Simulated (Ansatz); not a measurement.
# GaS (P6₃/mmc, No. 194): properties by level of theory

```tsv
level (code)	lattice constant a (Å)	lattice parameter c (Å)
PBE (Ansatz)	3.630	17.779
PBEsol (Ansatz)	3.568	16.030
PBE0-D4 (Ansatz)	3.556	15.204
```

Caveats: the cell comes from a level without a dispersion term, which matters for the spacing of layers, chains or molecules (PBE, PBEsol). Ansatz's density-functional and Hartree–Fock values are scalar-relativistic unless marked +SOC, with PAW data made under PBE.

Computed values are for the static lattice.

Ansatz is a quantum-chemistry and plane-wave program.
